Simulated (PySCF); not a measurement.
System: zinc-blende BAs. Method: MP2 (PySCF, GTH pseudopotentials, Gaussian basis, DZ basis).

The same calculation (at the measured cell, 13.626 Å³/atom) with different numerical settings:

```tsv
run	k mesh	correlation energy (eV/atom)	total energy (eV/atom)
1	2×2×2	-2.5352	-121.8468
2	3×3×3	-2.8460	-122.9007
3	4×4×4	-2.9814	-123.1360
```

In the column total energy (eV/atom) the first row differs from the last by +1.2892 and the next to last by +0.2353.

The last row is no converged limit: other settings stay fixed.
